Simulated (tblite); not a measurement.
Here is a computed GFN2-xTB geometry (Å):
```
C 
C   1  1.5254
C   2  1.5045  1  110.86
N   3  1.3108  2  119.91  1   -69.82
S   3  1.6608  2  114.37  1   108.99
H   1  1.0883  2  108.59  3   178.67
H   1  1.0867  2  111.96  3    58.32
H   1  1.0882  2  111.51  3   -63.48
H   2  1.0949  1  110.58  3  -119.86
H   2  1.0929  1  109.40  3   121.69
H   4  1.0118  3  121.88  2   178.07
H   4  1.0127  3  121.10  2    -1.96
```
Z-matrix in Å and degrees, rows numbered from 1.

Charge +1 and doublet state.

**Question.** Read off the bonds between heavy atoms and their formal orders.

**Answer.** C1–C2 (single); C2–C3 (single); C3–N4 (single); C3–S5 (double). Hydrogens: H6, H7, H8 on C1; H9, H10 on C2; H11, H12 on N4. The orders are those of one drawing; other resonance forms can be drawn.

**Question.** Give the structure as a SMILES string.

**Answer.** `CCC([NH2+])=S`, [C3H7NS]+.

**Question.** Name the point group.

**Answer.** C1 (no symmetry element, even within 0.4 Å).

**Question.** Describe the place of each heavy atom.

**Answer.** C1: carbon bonded to C and 3 H; C2: carbon bonded to 2 C and 2 H; C3: carbon bonded to C, N and S; N4: nitrogen bonded to C and 2 H; S5: sulfur bonded to C.

**Question.** What is the arrangement about C1?

**Answer.** It has 4 neighbours (C2, H6, H7, H8) and is tetrahedral (angles from 107.2° to 112.0°).

**Question.** What is the arrangement about N4?

**Answer.** It has 3 neighbours (C3, H11, H12) and is planar (angles 121.9°, 121.1° and 117.0°, sum 360.0°, 0.00 Å off the plane of its three neighbours).
